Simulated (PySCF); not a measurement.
**Chlorine: highly charged ions in a basis for the neutral atom**

Cl⁹⁺ [He] 2s2 2p4, Cl¹⁰⁺ [He] 2s2 2p3. Calculation: PySCF 2.14, in x2c-TZVPall (5s5p2d1f, 37 functions); scalar relativity by spin-free X2C-1e. No spin-orbit coupling, so a gap to NIST mixes the basis error with missing relativistic terms.

Changed run: basis of the neutral atom used for a highly charged ion. This setting is unsound on purpose.

```json
{"species": "Cl⁹⁺", "method": "UHF", "sound run (hartree)": "not run", "changed run (hartree)": "-418.67540", "converged": "yes"}
{"species": "Cl⁹⁺", "method": "PBE", "sound run (hartree)": "not run", "changed run (hartree)": "-418.79172", "converged": "yes"}
{"species": "Cl⁹⁺", "method": "M06-2X", "sound run (hartree)": "not run", "changed run (hartree)": "-418.98245", "converged": "yes"}
{"species": "Cl¹⁰⁺", "method": "UHF", "sound run (hartree)": "not run", "changed run (hartree)": "-401.95978", "converged": "yes"}
{"species": "Cl¹⁰⁺", "method": "PBE", "sound run (hartree)": "not run", "changed run (hartree)": "-401.99049", "converged": "yes"}
{"species": "Cl¹⁰⁺", "method": "M06-2X", "sound run (hartree)": "not run", "changed run (hartree)": "-402.20588", "converged": "yes"}
```

Ionisation energy of Cl⁹⁺:

```tsv
method	changed run (eV)	NIST (eV)
UHF	454.86	456.7 ± 0.4
PBE	457.18	456.7 ± 0.4
M06-2X	456.51	456.7 ± 0.4
```

The contracted functions were made for the neutral atom and can be too rigid for a highly charged ion.
